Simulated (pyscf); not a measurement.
Optimised with ωB97X-D3(BJ)/def2-SVP in PySCF. Correlated levels are frozen-core, on RHF or UHF. ΔMP2 is the change of the MP2 total energy from the triple- to the quadruple-zeta basis.

Problem. For the elementary gas-phase step `[CH3][InH2]` + `[FH]` → `[CH3][F]` + `[InH3]` (singlet surface; C–In, F–H broken, C–F, H–In formed), what barrier and reaction energy does CCSD(T)/def2-TZVPP + ΔMP2(QZVPP) give, measured from the separated reactants?…

Solution. ΔE‡ = 89.0 kcal/mol, ΔE = +19.8 kcal/mol. Zero-point energy shifts the barrier by -1.2 kcal/mol. It is a four-centre exchange, with an imaginary mode of 839i cm⁻¹. On the reactant side the descent ends in a complex, 5.2 kcal/mol under the separated species and 96.6 kcal/mol under the saddle at ωB97X-D3(BJ)/def2-TZVP. At ωB97X-D3(BJ)/def2-TZVP the barrier from the zero used here is 91.4 kcal/mol. The same reactants have a lower exit, to H₃C–InH–F + H₂ (barrier +2.1 kcal/mol at ωB97M-D3(BJ)/def2-TZVP, against +87.2 kcal/mol here). One saddle was located; it need not be the lowest between these sides. A restricted solution here is unstable towards spin polarisation, so biradical character is likely and single-reference numbers are less safe. The CCSD(T) − MP2 part came from Ansatz, without density fitting, on the same reference. The largest closed-shell T1 diagnostic is 0.037, which may signal static correlation. The frozen core leaves the outer d or s,p core shells of the metals and heavy elements correlated in the MP2 and CC values, and def2-TZVPP describes them poorly, which can shift differences by a few kcal/mol. Elements past Kr carry the def2 core potentials, without spin-orbit coupling.
